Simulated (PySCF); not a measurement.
# SO₂F₂: fields on a plane

These are results of PySCF, PBE0, basis S def2-SVP, O def2-SVP, F def2-SVP (no relativity, density fitting), not measurements.

The singlet minimum has S–F 1.576 Å (×2), S–O 1.424 Å (×2); F–S–F 94.8°, F–S–O 107.9° (×4), O–S–O 125.8°.

The plane holds S1 at (0.00, 0.00), O2 at (1.42, 0.00), O3 at (-0.83, 1.15) Å. Columns run from x = -2.85 to 3.75 Å, rows from y = 3.45 (top) to -1.95 Å, in steps of 0.3 Å. Other isomers or separated fragments may lie lower.

Problem. Give the lowest empty orbital (Å^-3/2) at -0.27 eV (cut at ±0.3; overall sign arbitrary). Every second row and column.

Solution. 
```
 0.00  0.00  0.00  0.00  0.00  0.00  0.00  0.00  0.00  0.00  0.00  0.00
 0.00  0.01  0.02  0.03  0.02  0.01  0.01  0.00  0.00  0.00  0.00  0.00
 0.00  0.02  0.07  0.10  0.07  0.03  0.02  0.01  0.01  0.00  0.00  0.00
 0.01  0.04  0.11  0.30  0.06  0.02  0.03  0.02  0.02  0.01  0.00  0.00
 0.01  0.02  0.02 -0.15 -0.30  0.01  0.04  0.02  0.05  0.04  0.01  0.00
 0.01  0.02  0.00 -0.14 -0.02  0.12 -0.09 -0.14  0.18  0.09  0.03  0.00
 0.01  0.03  0.08  0.20  0.30 -0.30 -0.18 -0.30  0.25  0.10  0.03  0.00
 0.01  0.03  0.07  0.13  0.30  0.30  0.08 -0.09  0.04  0.05  0.02  0.00
 0.00  0.02  0.04  0.04  0.06  0.12  0.09  0.03  0.02  0.02  0.00  0.00
 0.00  0.01  0.02  0.03  0.04  0.06  0.05  0.03  0.01  0.00  0.00  0.00
```

Problem. Give the electron localisation function (set to 0 where the density is under 0.005 e/Å³). Every second row and column.

Solution. 
```
0.00 0.00 0.00 0.00 0.00 0.00 0.00 0.00 0.00 0.00 0.00 0.00
0.00 0.00 0.00 0.06 0.08 0.00 0.00 0.00 0.00 0.00 0.00 0.00
0.00 0.00 0.22 0.53 0.59 0.32 0.00 0.00 0.00 0.00 0.00 0.00
0.00 0.20 0.72 0.88 0.89 0.50 0.02 0.06 0.10 0.00 0.00 0.00
0.00 0.37 0.85 0.18 0.64 0.46 0.19 0.62 0.60 0.20 0.00 0.00
0.00 0.22 0.61 0.75 0.56 0.08 0.71 0.83 0.88 0.41 0.00 0.00
0.00 0.00 0.07 0.32 0.08 0.86 0.80 0.25 0.88 0.47 0.00 0.00
0.00 0.00 0.01 0.08 0.40 0.38 0.55 0.83 0.80 0.33 0.00 0.00
0.00 0.00 0.00 0.02 0.05 0.06 0.08 0.37 0.36 0.07 0.00 0.00
0.00 0.00 0.00 0.00 0.01 0.00 0.00 0.00 0.00 0.00 0.00 0.00
```
